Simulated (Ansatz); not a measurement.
Input for Ansatz (development build ahead of 0.2.0):

```yaml
crystal:
  periodic: [false, false, false]
  atoms:
    - { symbol: B, position_ang: [0.0, 0.0, 0.0] }
    - { symbol: H, position_ang: [1.30306, 0.0, 0.0] }
    - { symbol: H, position_ang: [-0.65153, 1.12848, 0.0] }
    - { symbol: H, position_ang: [-0.65153, -1.12848, 0.0] }
basis:
  gaussian: { orbitals: cc-pVTZ }
hamiltonian:
  xc: hf
```

The input is written out in the form of the current development build from the run's settings.

Results

| Quantity | Value |
| --- | --- |
| Converged | yes |
| Total energy | -26.38419 hartree |
| Spin squared of the determinant | 0.000 |
